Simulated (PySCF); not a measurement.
Compound: formyl chloride, CHClO.
Atom-mapped SMILES: `[O:1]=[CH:2][Cl:3]` (hydrogens: H4 on C2)

A GFN2-xTB structure was refined with PySCF, PBE0-D3(BJ)/def2-SVP geometry optimisation, gas phase. Its GFN2-xTB values:

```csv
coordinate,GFN2-xTB
O1=C2,1.183 Å
C2–Cl3,1.723 Å
C2–H4,1.091 Å
O1–C2–Cl3,121.7°
O1–C2–H4,129.9°
Cl3–C2–H4,108.4°
```

Question: How do these coordinates change at the PBE0-D3(BJ)/def2-SVP level?

Answer: 
```csv
coordinate,PBE0-D3(BJ)/def2-SVP (Å or °),change
C2–Cl3,1.765,+0.042
C2–H4,1.109,+0.018
O1=C2,1.179,-0.004
O1–C2–H4,126.2,-3.7
O1–C2–Cl3,124.0,+2.3
Cl3–C2–H4,109.8,+1.4
```

The energy falls by 0.046 eV over 7 energy and gradient evaluations, the largest force component goes from 0.0210 to 3.6e-04 Eh/bohr, and the atoms move by 0.033 Å rms after alignment. The bond that changes most is C2–Cl3 (ends: acyl halide carbon; chlorine bonded to C), which lengthens by 0.042 Å. Bonds longer at the end by more than 0.005 Å: 2 of 3; shorter: 0. Rotational constants go from 76143, 6468, 5961 to 79163, 6136, 5694 MHz.

The run used 51 basis functions and 43 SCF cycles in all. Hardware: one thread of an Arm Neoverse V1, no GPU (shared host). Cost: 4.6 s, 0.27 GiB resident at most.

PBE0-D3(BJ)/def2-SVP frequencies: not computed here.
